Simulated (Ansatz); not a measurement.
System: solid CO2 (dry ice). Method: r²SCAN-D4 in Ansatz (PAW).

Run with plane-wave cutoff 500 eV, 4×4×4 k mesh, gaussian smearing 0.02 eV, scalar-relativistic PAW data made under PBE.

Computed at the level's own relaxed cell.

Problem. Estimate the volume per atom and lattice parameter a that the calculation returns.

Solution. 
* **volume per atom**: 13.89 Å³/atom
* **lattice parameter a**: 5.503 Å

Measured, for comparison: equilibrium volume per atom 14.32 Å³/atom, lattice constant a 5.56 Å (5 K, zero-point motion not removed; as tabulated in Tran et al. (2019), arXiv:1903.00284). Computed (rounded) less measured: equilibrium volume per atom -3.0 %, lattice constant a -1.0 %.

Computed values are for the static lattice.

Ansatz is a first-principles code.
